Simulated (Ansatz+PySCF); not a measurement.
singlet CH3F in separate pieces: levels of theory in one basis

```yaml
atoms:
  - { symbol: C, position_ang: [0.0000, 0.0000, -0.6187] }
  - { symbol: F, position_ang: [0.0000, 0.0000, 3.4716] }
  - { symbol: H, position_ang: [0.0000, -1.0360, -0.9966] }
  - { symbol: H, position_ang: [-0.8972, 0.5180, -0.9966] }
  - { symbol: H, position_ang: [0.8972, 0.5180, -0.9966] }
```

Basis set: STO-3G (spherical functions). Left uncorrelated: 2 orbitals. Charge 0, multiplicity 1.

Computed with Ansatz (development build ahead of 0.2.0); each method stands on the lowest determinant of its kind that the runs found. NEVPT2 correlates all electrons. Active spaces start from the frontier orbitals, and the lowest solution found is given.

```tsv
method	E − E(RHF) (eV)	<S²> of the determinant
RHF	0.00	0.00
UHF	-9.48	1.01
UHF-MP2	-10.58	1.01
RHF-CCSD	-11.06	–
UHF-CCSD	-11.12	1.01
RHF-CCSD(T)	-11.25	–
UHF-CCSD(T)	-11.13	1.01
full CI (lowest root of this spin)	-11.13	–
SC-NEVPT2(2,2)	-10.58	–
```

What does CASSCF(2,2) give on the same scale?

-9.43 eV.

At such a shape the full CI root can have another spatial symmetry than the determinants, so the rows needn't describe one state.

Is a single determinant a sound starting point here?

It is doubtful. Unrestricted orbitals lower Hartree–Fock by 9.48 eV and <S²> is 1.01 where a pure state has 0.00, a sign of strong static correlation. The CASSCF(2,2) natural occupations are 1.00, 1.00.

Caution for RHF, RHF-CCSD, RHF-CCSD(T): an unrestricted determinant lies well below. Caution for UHF, UHF-MP2, UHF-CCSD, UHF-CCSD(T): the unrestricted determinant is a mixture of spin states. Caution for UHF-MP2, UHF-CCSD, UHF-CCSD(T): bonds are stretched, where a single reference can fail. Caution for RHF-CCSD: large amplitudes, a single reference is doubtful. Caution for RHF-CCSD(T): very large amplitudes, the method is breaking down; the program doubts this total.
